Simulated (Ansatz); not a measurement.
`C#CCOC=O` and `O=COCO` differ in one atom or group.

Ansatz, PBE0-D4/def2-TZVP geometries, multiplicity 1. Each molecule was computed in one conformer, which needn't be the lowest.

```
                                          property  `C#CCOC=O`
              HOMO–LUMO gap (PBE0/def2-TZVPP) / eV        8.04
size of the dipole moment (ωB97M-V/def2-TZVPP) / D        1.69
             LUMO energy (ωB97M-V/def2-TZVPP) / eV        2.14
           HOMO–LUMO gap (ωB97M-V/def2-TZVPP) / eV       12.60
    size of the dipole moment (PBE/def2-TZVPP) / D        1.67
                 HOMO energy (PBE/def2-TZVPP) / eV       -6.77
```

Give the same properties after the change, and the shifts. (Best estimate.)

Computed: 
```json
{"property": "HOMO–LUMO gap (PBE0/def2-TZVPP) / eV", "`O=COCO`": "8.22", "shift": "0.18"}
{"property": "size of the dipole moment (ωB97M-V/def2-TZVPP) / D", "`O=COCO`": "1.39", "shift": "-0.30"}
{"property": "LUMO energy (ωB97M-V/def2-TZVPP) / eV", "`O=COCO`": "1.95", "shift": "-0.19"}
{"property": "HOMO–LUMO gap (ωB97M-V/def2-TZVPP) / eV", "`O=COCO`": "12.93", "shift": "0.33"}
{"property": "size of the dipole moment (PBE/def2-TZVPP) / D", "`O=COCO`": "1.26", "shift": "-0.41"}
{"property": "HOMO energy (PBE/def2-TZVPP) / eV", "`O=COCO`": "-6.86", "shift": "-0.09"}
```

With PBE0 the HOMO falls by 0.38 eV and the LUMO falls by 0.20 eV, so the gap widens by about 0.18 eV. PBE moves the HOMO by -0.09 eV and ωB97M-V by -0.51 eV. Dipoles are sizes alone; their direction can turn.
